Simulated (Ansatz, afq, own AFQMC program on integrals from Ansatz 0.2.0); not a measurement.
AFQMC on a folder of integrals that Ansatz 0.2.0 wrote.

```yaml
crystal:
  periodic: [false, false, false]
  atoms:
    - {symbol: O, position_ang: [0.000000, 0.000000, 0.000000]}
    - {symbol: C, position_ang: [0.000000, 0.000000, 1.123387]}
basis:
  gaussian: {orbitals: 6-31G}
magnetization: {spin_polarized: false}
correlation: {method: ccsd_t, electrons: outside_noble_gas, hamiltonian_folder: ham}
```

```sh
$ ansatz run in.yaml --threads 1 --pin off --events-out ev --progress --plain --max-ram 1843MiB
```

Options of the walk:

```
--method phaseless --trial cisd --walkers 200 --populations 1 --least-time 40 --time-step 0.005 --steps-per-block 50 --equilibration-blocks 28 --max-blocks 300 --target-error 0.00038 --factor-cut 1e-05 --seed 661 --release-times 0.24,0.5,1,1.5 --release-step 0.02 --release-every 4 --taylor-order 6
```

Times are imaginary, in 1/Eh. The walk had a cap of 278 s.

Output of the walk:

```
orbitals 16  electrons 5 5  factors 92 of 205
reference energy -112.66708812 Eh
CCSD correlation -0.20616987 Eh in 8 cycles, weight of the determinant in the CISD state 0.9139
energy of the start -112.873258 Eh
 block  time / (1/Eh)  mean weight  energy / Eh
     1     0.250  1.0008  -112.872246
     2     0.500  0.9996  -112.874208
     3     0.750  0.9986  -112.875599
     4     1.000  0.9999  -112.879192
     5     1.250  0.9997  -112.876405
     7     1.750  0.9996  -112.877452
     9     2.250  1.0000  -112.881347
    11     2.750  1.0004  -112.879924
    21     5.250  0.9998  -112.880366
    31     7.750  1.0002  -112.878756
    41    10.250  0.9993  -112.879731
    51    12.750  1.0011  -112.884768
    61    15.250  1.0005  -112.881575
    71    17.750  0.9999  -112.878787
    76    19.000  1.0002  -112.897588
    81    20.250  0.9991  -112.878254
    86    21.500  0.9985  -112.874952
    91    22.750  0.9991  -112.876395
   101    25.250  0.9998  -112.884338
   111    27.750  1.0007  -112.882889
   121    30.250  0.9996  -112.886161
   131    32.750  0.9995  -112.880884
   141    35.250  1.0004  -112.880395
   151    37.750  0.9993  -112.885727
   161    40.250  1.0001  -112.874987
   171    42.750  1.0006  -112.883523
   181    45.250  0.9971  -112.879928
   191    47.750  0.9998  -112.878491
   201    50.250  0.9996  -112.881307
   211    52.750  0.9991  -112.878240
   216    54.000  1.0008  -112.886756
blocks merged  error / Eh  count
     1  0.000285  190
     2  0.000340  95
     4  0.000363  47
     8  0.000332  23
    16  0.000408  11
released: time / (1/Eh)  energy / Eh  error  mean overlap
  0.24  -112.882810  0.000414  0.9946
  0.50  -112.882777  0.000382  0.9889
  1.00  -112.883339  0.000404  0.9791
  1.50  -112.882520  0.000498  0.9774
energy -112.881928 +/- 0.000363 Eh
(rows thinned)
```

The run passed its tests (sampling time, drift between the halves within three errors, error under three times the target), which doesn't prove that it has relaxed.

Against this walk (error 9.9 meV) on the same determinant: CCSD(T) 14.1 meV higher (within the noise), CCSDT(Q) 19.7 meV lower (within the noise), CCSDTQ 17.2 meV lower (within the noise), full CI (a separate run on its own orbitals, whose frozen core shifts it by up to a few meV) 18.9 meV lower (within the noise). The error is statistical and leaves out the bias of the constraint. Released to 1.50 1/Eh the energy moves by -16 ± 17 meV (both errors), within twice the noise.

Cautions: constraint bias not in the error; higher spins were not checked; raised T1 diagnostic (T1 0.021, weight of the determinant 0.91, largest double 0.08); full CI with its own frozen core.

The walk took 41 s on 1 thread of AMD EPYC 9R45 96-Core, on a shared host. The log's last line is the phaseless energy.

CCSDT and higher add their correlation energy to the determinant of the CCSD(T) run, since their own runs factorise the integrals more tightly (a shift of under 2 meV). A walk keeps the symmetry of its determinant, which the program's search chose and which needn't be the lowest solution, so a lower state of the same spin and another symmetry isn't excluded.
